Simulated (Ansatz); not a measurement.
# MgF2: a ladder of functionals and wavefunction methods

An exercise on one series of results from a longer session: the logs are not shown, and one member is left open.

Computed with Ansatz 0.2.0, Gaussian basis. Level: functionals in def2-TZVPP, the program's frozen cores in correlated methods.

The runs, in order: LDA (SPW92), PBE-D4, revPBE-D4, BLYP-D4, r2SCAN-D4, B97M-V, PBE0-D4, B3LYP-D4, r2SCANh-D4, r2SCAN0-D4, HSE06-D4, BHLYP-D4, CAM-B3LYP-D4, LC-ωPBE, ωB97X-V, ωB97M-V, B2PLYP, PBE-QIDH; CCSD(T)/def2-SVP; CCSD(T)/def2-TZVPP; CCSD(T)/def2-QZVPP; extrapolation to the limit.

## Structure used throughout

All runs share one geometry, relaxed beforehand with PBE0-D4 in a triple-zeta def2 set.

SMILES `[F][Mg][F]`, 3 atoms, charge 0, spin multiplicity 1.

Atoms are counted from 1 here; the program's logs count them from 0.

Bond lengths: F1–Mg2 1.746 Å, Mg2–F3 1.746 Å. Angles: F1–Mg2–F3 180.0°.

Set-up of the first run:

in.yaml reads:

```yaml
crystal:
  periodic: [false, false, false]
  atoms:
    - {symbol: F, position_ang: [-1.414782, 0.734806, -0.700835]}
    - {symbol: Mg, position_ang: [-0.003626, -0.021565, -0.004411]}
    - {symbol: F, position_ang: [1.407507, -0.778041, 0.691946]}
basis:
  gaussian: {orbitals: def2-TZVPP}
hamiltonian: {xc: lda}
output: {orbitals: {seedname: orbitals}}
```

Command:

```console
ansatz run in.yaml --threads 2 --pin off --events-out ev --progress --plain --max-ram 32768MiB --backend cpu
```

Steps of the session up to this table: LDA; PBE-D4 (GGA); revPBE-D4 (GGA); BLYP-D4 (GGA); r2SCAN-D4 (meta-GGA); B97M-V (meta-GGA); B3LYP-D4 (hybrid); r2SCANh-D4 (hybrid); r2SCAN0-D4 (hybrid); HSE06-D4 (hybrid); BHLYP-D4 (hybrid); CAM-B3LYP-D4 (range-separated); LC-ωPBE (range-separated); ωB97X-V (range-separated); ωB97M-V (range-separated); B2PLYP (double hybrid); PBE-QIDH (double hybrid).

One of the session's tables, all rows but one given; the rest of the session is left out.

It belongs to the step «Frontier levels by functional». 

| functional | HOMO (eV) | LUMO (eV) | gap (eV) |
| --- | --- | --- | --- |
| LDA (SPW92) | -8.62 | -2.75 | 5.87 |
| PBE-D4 | -8.34 | -2.55 | 5.80 |
| revPBE-D4 | -8.23 | -2.41 | 5.82 |
| BLYP-D4 | -8.32 | -2.62 | 5.70 |
| r2SCAN-D4 | -8.73 | -1.97 | 6.76 |
| B97M-V | -8.81 | -2.38 | 6.44 |
| PBE0-D4 | -10.28 | -1.78 | 8.50 |
| B3LYP-D4 | -10.03 | -2.17 | 7.86 |
| r2SCANh-D4 | -9.47 | -1.74 | 7.73 |
| r2SCAN0-D4 | -10.59 | -1.43 | 9.17 |
| HSE06-D4 | -9.87 | -2.14 | 7.73 |
| BHLYP-D4 | -12.28 | -1.33 | 10.95 |
| CAM-B3LYP-D4 | -11.94 | -1.16 | 10.78 |
| LC-ωPBE | -13.23 | 0.08 | 13.31 |
| ωB97X-V | ? | ? | ? |
| ωB97M-V | -12.88 | -0.52 | 12.36 |

Estimate the missing values for ωB97X-V.

As computed: HOMO (eV): -12.89; LUMO (eV): -0.07; gap (eV): 12.82. In the column «HOMO (eV)» it lies between LC-ωPBE (-13.23) and ωB97M-V (-12.88).
